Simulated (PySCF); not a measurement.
Working out the ionisation energy of N

N [He] 2s2 2p3 (4S) → N⁺ [He] 2s2 2p2 (3P). Calculation: PySCF 2.14, in x2c-SVPall (3s2p1d, 14 functions); scalar relativity by spin-free X2C-1e. Frozen: 1s2. Energies in hartree (1 hartree = 27.21139 eV):

```
            part   N (lower)  N⁺ (upper)
             UHF  -54.365447  -53.849865
CCSD correlation   -0.084517   -0.075592
             (T)   -0.000714   -0.000830
```

What does Hartree-Fock give?

(-53.849865) − (-54.365447) = 0.515582 hartree = 14.030 eV.

What do CCSD and CCSD(T) give?

The CCSD correlation energies differ by 0.008925 hartree = 0.243 eV and the triples by -0.000116 hartree = -0.003 eV, so CCSD gives 14.273 eV and CCSD(T) 14.270 eV.

Measured between the centres of the two terms (NIST): 14.545 eV, so CCSD(T) (valence) is off by -0.275 eV.

A double-zeta basis recovers only part of the correlation energy.

What remains against the reference includes basis incompleteness, the frozen core and higher excitations.
